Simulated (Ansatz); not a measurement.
Input file:

```yaml
crystal:
  periodic: [false, false, false]
  atoms:
    - {symbol: Si, position_ang: [0.000000, -0.050740, 0.000000]}
    - {symbol: H, position_ang: [0.000000, 0.706913, -1.278374]}
    - {symbol: H, position_ang: [0.000000, 0.706912, 1.278374]}
basis:
  gaussian: {orbitals: STO-3G}
total_charge: 1
magnetization: {spin_polarized: true, initial_magnetization: 1}
correlation: {method: bccd_t, electrons: valence}
output: {forces: true}
```

```sh
$ ansatz run in.yaml --threads 1 --pin off --events-out ev --progress --plain --max-ram 2393MiB
```

The program prints:

```
115 factors; integrals over basis functions are off by at most 1.4e-5 eV
mean field evaluation 1: about -7794.7028 eV, gradient 5.6e0 eV
mean field evaluation 2: about -7794.7025 eV, gradient 5.6e0 eV
mean field evaluation 4: about -7795.1560 eV, gradient 5.7e-1 eV
mean field evaluation 8: about -7795.1647 eV, gradient 1.9e-6 eV
mean field evaluation 16: about -7795.1647 eV, gradient 2.0e-2 eV
mean field evaluation 32: about -7792.5320 eV, gradient 1.1e-4 eV
mean field -7795.16469259 eV, -286.4670187001 hartree, gradient 3.5e-6 eV, S^2 0.751712; 2 other end points of the search recorded, 0 dependent functions left out
determinant -7795.16469259 eV, -286.4670187001 hartree, with singles and doubles -7796.32327645 eV, -286.5095958719 hartree
determinant -7792.53203946 eV, -286.3702704823 hartree, with singles and doubles -7793.94025101 eV, -286.4220213020 hartree
5 core orbitals not correlated: weight in the atoms' cores, before any rotation towards them, 1.000 or more for the frozen orbitals, at most 0.000 for the correlated occupied ones
reference -7795.16469259 eV, -286.4670187001 hartree; 3, 2 occupied and 3, 4 virtual orbitals, 115 factors
second order -0.72797946 eV of doubles, -0.00000000 eV of singles
cycle   1  -1.15891258 eV  change   -3.3e-4 eV  update   5.9e-4
cycle   2  -1.15882576 eV  change    8.7e-5 eV  update   1.9e-4
cycle   3  -1.15878767 eV  change    3.8e-5 eV  update   7.3e-5
cycle   4  -1.15880058 eV  change   -1.3e-5 eV  update   1.8e-5
cycle   5  -1.15880475 eV  change   -4.2e-6 eV  update   3.2e-6
cycle   6  -1.15880533 eV  change   -5.8e-7 eV  update   1.1e-6
perturbative correction -0.01221751 eV, -0.0004489851 hartree
the calculation of the forces begins
Total energy: -7796.33571542 eV, -286.5100529957 hartree
Atom 0 at     0.000000    -0.050740     0.000000 Å, force     0.000000    -0.036855    -0.000000 eV/Å
Atom 1 at     0.000000     0.706913    -1.278374 Å, force    -0.000000     0.018428     0.131726 eV/Å
Atom 2 at     0.000000     0.706912     1.278374 Å, force     0.000000     0.018428    -0.131726 eV/Å
Dipole moment:    -0.000000    -0.069984    -0.000000 e Å
```

Forces (eV/Å):
```
Si   0.000 -0.037  0.000
H    0.000  0.018  0.132
H    0.000  0.018 -0.132
```

Ran on 1 thread of Arm Neoverse V2, shared host: 0.24 s wall, 0.18 GiB peak host memory.
